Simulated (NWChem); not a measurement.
Program: NWChem. System: formamide (CH3NO), charge 0, spin multiplicity 1, at a geometry optimised with PBE/def2-SVP. Level: CR-CCSD(T)/cc-pVDZ, 3 core orbitals frozen.

The NWChem input:

```
start mol
memory heap 100 mb stack 700 mb global 1900 mb
geometry units angstroms nocenter noautoz
  N     -0.198201    -1.083540     0.000000
  C     -0.313127     0.277453     0.000000
  O      0.618582     1.064250     0.000000
  H      0.732627    -1.505383     0.000000
  H     -1.018394    -1.688816     0.000000
  H     -1.396730     0.600256     0.000000
  symmetry group Cs
end
basis spherical
  * library cc-pvdz
end
scf
  rhf
  nopen 0
  maxiter 100
  thresh 1e-7
  semidirect memsize 60000000 filesize 0
end
tce
  freeze core 3
  cr-ccsd(t)
  2eorb
  2emet 13
  thresh 1e-6
  maxiter 100
  tilesize 24
end
task tce energy
```

Output (cleaned and shortened):

```
             Northwest Computational Chemistry Package (NWChem) 7.3.0
             --------------------------------------------------------

                                NWChem Input Module
                                -------------------

 Scaling coordinates for geometry "geometry" by  1.889725989
 (inverse scale =  0.529177249)

 Turning off AUTOSYM since
 SYMMETRY directive was detected!

                             Geometry "geometry" -> ""
                             -------------------------

 Output coordinates in angstroms (scale by  1.889725989 to convert to a.u.)

  No.       Tag          Charge          X              Y              Z
 ---- ---------------- ---------- -------------- -------------- --------------
    1 N                    7.0000    -0.19820100    -1.08354000     0.00000000
    2 C                    6.0000    -0.31312700     0.27745300     0.00000000
    3 O                    8.0000     0.61858200     1.06425000     0.00000000
    4 H                    1.0000     0.73262700    -1.50538300     0.00000000
    5 H                    1.0000    -1.01839400    -1.68881600     0.00000000
    6 H                    1.0000    -1.39673000     0.60025600     0.00000000

 Effective nuclear repulsion energy (a.u.)      70.6327980625

            Nuclear Dipole moment (a.u.)
            ----------------------------
        X                 Y               Z
 ---------------- ---------------- ----------------
    -0.0000188973    -0.0000094486     0.0000000000

      Symmetry information
      --------------------

 Group name             Cs
 Group number              2
 Group order               2
 No. of unique centers     6

      Symmetry unique atoms

     1    2    3    4    5    6


 Summary of "ao basis" -> "" (spherical)
 ------------------------------------------------------------------------------
       Tag                 Description            Shells   Functions and Types
 ---------------- ------------------------------  ------  ---------------------
 *                          cc-pvdz                   on all atoms

 Summary of "ao basis" -> "ao basis" (spherical)
 ------------------------------------------------------------------------------
       Tag                 Description            Shells   Functions and Types
 ---------------- ------------------------------  ------  ---------------------
 N                          cc-pvdz                  6       14   3s2p1d
 C                          cc-pvdz                  6       14   3s2p1d
 O                          cc-pvdz                  6       14   3s2p1d
 H                          cc-pvdz                  3        5   2s1p

                                 NWChem SCF Module
                                 -----------------

  ao basis        = "ao basis"
  functions       =    57
  atoms           =     6
  closed shells   =    12
  open shells     =     0
  charge          =   0.00
  wavefunction    = RHF
  use symmetry    = T
  symmetry adapt  = T

 Summary of "ao basis" -> "ao basis" (spherical)
 ------------------------------------------------------------------------------
       Tag                 Description            Shells   Functions and Types
 ---------------- ------------------------------  ------  ---------------------
 N                          cc-pvdz                  6       14   3s2p1d
 C                          cc-pvdz                  6       14   3s2p1d
 O                          cc-pvdz                  6       14   3s2p1d
[...]
    18      0.184402  2 C  px                 4      0.158460  1 N  px

 center of mass
 --------------
 x =   0.06990981 y =   0.10765851 z =   0.00000000

 moments of inertia (a.u.)
 ------------------
         145.898714220638         -43.483381907571           0.000000000000
         -43.483381907571          40.487701492886           0.000000000000
           0.000000000000           0.000000000000         186.386415713524

  Mulliken analysis of the total density
  --------------------------------------

    Atom       Charge   Shell Charges
 -----------   ------   -------------------------------------------------------
    1 N    7     7.27   2.00  0.72  0.63  2.43  1.47  0.02
    2 C    6     5.64   2.00  0.70  0.32  1.85  0.54  0.22
    3 O    8     8.40   2.00  0.84  0.92  2.78  1.83  0.02
    4 H    1     0.86   0.70  0.10  0.06
    5 H    1     0.86   0.71  0.10  0.06
    6 H    1     0.97   0.75  0.19  0.03

       Multipole analysis of the density wrt the origin
       ------------------------------------------------

     L   x y z        total         open         nuclear
     -   - - -        -----         ----         -------
     0   0 0 0     -0.000000      0.000000     24.000000

     1   1 0 0     -0.923399      0.000000     -0.000019
     1   0 1 0     -1.367694      0.000000     -0.000009
     1   0 0 1      0.000000      0.000000      0.000000

     2   2 0 0    -11.750350      0.000000     26.601392
     2   1 1 0     -1.406585      0.000000     21.523698
     2   1 0 1      0.000000      0.000000      0.000000
     2   0 2 0    -12.613326      0.000000     82.919766
     2   0 1 1     -0.000000      0.000000      0.000000
     2   0 0 2    -13.758511      0.000000      0.000000

                   NWChem Extensible Many-Electron Theory Module
                   ---------------------------------------------


            General Information
            -------------------
      Number of processors :     1
         Wavefunction type : Restricted Hartree-Fock
          No. of electrons :    24
           Alpha electrons :    12
            Beta electrons :    12
           No. of orbitals :   114
            Alpha orbitals :    57
             Beta orbitals :    57
        Alpha frozen cores :     3
         Beta frozen cores :     3
     Alpha frozen virtuals :     0
      Beta frozen virtuals :     0
         Spin multiplicity : singlet
    Number of AO functions :    57
       Number of AO shells :    27
        Use of symmetry is : on
      Symmetry adaption is : on
         Schwarz screening : 0.10D-09

          Correlation Information
          -----------------------
          Calculation type : Coupled-cluster singles & doubles w/ perturbation
   Perturbative correction : Completely renormalized (T)
            Max iterations :      100
        Residual threshold : 0.10D-05
     T(0) DIIS level shift : 0.00D+00
     L(0) DIIS level shift : 0.00D+00
     T(1) DIIS level shift : 0.00D+00
     L(1) DIIS level shift : 0.00D+00
     T(R) DIIS level shift : 0.00D+00
     T(I) DIIS level shift : 0.00D+00
   CC-T/L Amplitude update :  5-th order DIIS
                I/O scheme : Global Array Library
        L-threshold :  0.10D-05
        EOM-threshold :  0.10D-05
 no EOMCCSD initial starts read in
 TCE RESTART OPTIONS
 SLICE:      F
 D4D5:       F
 quantumc:   F
 qrotation:  F
 pwtce:      F
 qducc:      F
 nacto:                         0
 nrotv:                         0
 nrot:                          0

            Memory Information
            ------------------
          Available GA space size is     249033551 doubles
          Available MA space size is     104854636 doubles

 Maximum block size supplied by input
 Maximum block size        24 doubles

 tile_dim =     16

 -------------------------------------------------
   1    alpha     a'     7 doubles       0       1
   2    alpha     a"     2 doubles       7       2
   3    beta      a'     7 doubles       9       1
   4    beta      a"     2 doubles      16       2
   5    alpha     a'    16 doubles      18       5
   6    alpha     a'    16 doubles      34       6
   7    alpha     a"    13 doubles      50       7
   8    beta      a'    16 doubles      63       5
   9    beta      a'    16 doubles      79       6
  10    beta      a"    13 doubles      95       7

 Global array virtual files algorithm will be used

 Parallel file system coherency ......... OK

 4-electron integrals stored in orbital form

 v2    file size   =          1115114
 4-index algorithm nr.  13 is used
 imaxsize =       30
 imaxsize ichop =        0


CCSD iterations
 ---------------------------------------------------------
 Iter          Residuum       Correlation     Cpu    Wall
 ---------------------------------------------------------
    1   0.1711751608088  -0.4848102017334     0.1     0.1
    2   0.0473676327366  -0.4915279999901     0.1     0.1
    3   0.0166273019197  -0.5010128602524     0.1     0.1
    4   0.0076563927207  -0.5021139514872     0.1     0.1
    5   0.0032468547782  -0.5031254471578     0.1     0.1
    6   0.0010863585731  -0.5035072630607     0.1     0.1
    7   0.0005961435884  -0.5035621815738     0.1     0.1
    8   0.0002770724831  -0.5035795877984     0.1     0.1
    9   0.0001832940799  -0.5035800926395     0.1     0.1
   10   0.0000892887106  -0.5035886001393     0.1     0.1
   11   0.0000174402617  -0.5035922134204     0.1     0.1
   12   0.0000080047998  -0.5035941795670     0.1     0.1
   13   0.0000039151988  -0.5035943268412     0.1     0.1
   14   0.0000023134301  -0.5035944771227     0.1     0.1
   15   0.0000012140363  -0.5035944858216     0.1     0.1
   16   0.0000003693736  -0.5035945153363     0.1     0.1
 -----------------------------------------------------------------
 Iterations converged
 CCSD correlation energy / hartree =        -0.503594515336309
 CCSD total energy / hartree       =      -169.449126005757307

 Singles contributions

 Doubles contributions
 CR-CCSD(T)

 CR-CCSD[T]  correction energy / hartree =        -0.013312978784755
 CR-CCSD[T] correlation energy / hartree =        -0.516907494121064
 CR-CCSD[T] total energy / hartree       =      -169.462438984542075
 CR-CCSD(T)  correction energy / hartree =        -0.012182034942889
 CR-CCSD(T) correlation energy / hartree =        -0.515776550279199
 CR-CCSD(T) total energy / hartree       =      -169.461308040700203

 Task  times  cpu:       11.7s     wall:       11.7s

 Total times  cpu:       11.7s     wall:       11.7s
```
